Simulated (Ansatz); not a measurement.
A made-up structure of AlSiH$_{3}$O, singlet:

O1  (0.657, -2.201, 1.162)
Si2  (0.272, 1.192, -0.029)
Al3  (-0.350, -1.190, -0.046)
H4  (-1.420, -1.835, -0.912)
H5  (1.326, 1.632, -0.873)
H6  (-0.361, 2.060, 0.900)
(Å)

It is relaxed with PBE-D4/def2-SVP and then PBE0-D4/def2-TZVP (Ansatz 0.2.0). Atoms count as bonded within 1.22 times the sum of their covalent radii (H–H: 0.88 Å). The end point is not checked to be a true minimum.

Task: Does its bonding change? (Judge from chemistry; the calculation decides.)

Result: Computed: Yes. Formed: O1–Si2; broken: none.

Where it ends: The first stage lowers the energy by 3.39 eV in 13 steps. It ends as AlSiH₃O ([O]1[AlH][SiH2]1):
O1  (0.528, -0.769, 0.689)
Si2  (0.342, 0.813, 0.130)
Al3  (-0.747, -1.095, -0.448)
H4  (-1.463, -2.455, -0.802)
H5  (1.548, 1.376, -0.539)
H6  (-0.083, 1.789, 1.171)
(Å)

Labels in which every atom is bracketed show which atoms are joined, not bond orders.

For scale, one of the runs: PBE0-D4/def2-TZVP relaxation, 123 basis functions, launched by `ansatz run in.yaml --threads 2 --pin off --events-out ev --progress --plain --max-ram 4352MiB`. The run took about 12 s on 2 CPU threads of an Arm Neoverse V2 (shared host).
